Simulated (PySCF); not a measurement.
**What builds the electron affinity along the third row**

All values are computed (PySCF 2.14, energy differences of UHF-based or UKS calculations, no spin-orbit coupling). Each column adds one step, in eV (sums use unrounded values): valence MP2, valence CCSD, valence triples, then the next inner shell at CCSD(T) (Al 2s 2p, Si 2s 2p, S 2s 2p, Cl 2s 2p). References (photodetachment measurements) marked * lie between the lowest fine-structure levels; the others compare directly ((s) semi-empirical, (t) theoretical).

```csv
element,UHF,+ MP2,+ CCSD,+ (T),+ inner shell,sum,reference
"Al [Ne] 3s2 3p2 → [Ne] 3s2 3p1 (aug-cc-pCVTZ-DK, spin-free X2C)",0.011,0.347,0.011,0.050,-0.014,0.405,0.433 *
"Si [Ne] 3s2 3p3 → [Ne] 3s2 3p2 (aug-cc-pCVTZ-DK, spin-free X2C)",0.845,0.535,-0.061,0.060,-0.009,1.371,1.390 *
"S [Ne] 3s2 3p5 → [Ne] 3s2 3p4 (aug-cc-pCVTZ-DK, spin-free X2C)",0.873,1.051,-0.072,0.085,0.000,1.937,2.077 *
"Cl [Ar] → [Ne] 3s2 3p5 (aug-cc-pCVTZ-DK, spin-free X2C)",2.359,1.260,-0.223,0.093,0.002,3.492,3.613 *
```

What remains against the references is mostly basis incompleteness and, for starred values, spin-orbit coupling.

What share of the correlation contribution for Cl comes from the inner shell?

The four steps add to 1.132 eV, of which the inner shell gives 0.002 eV, or 0 %.
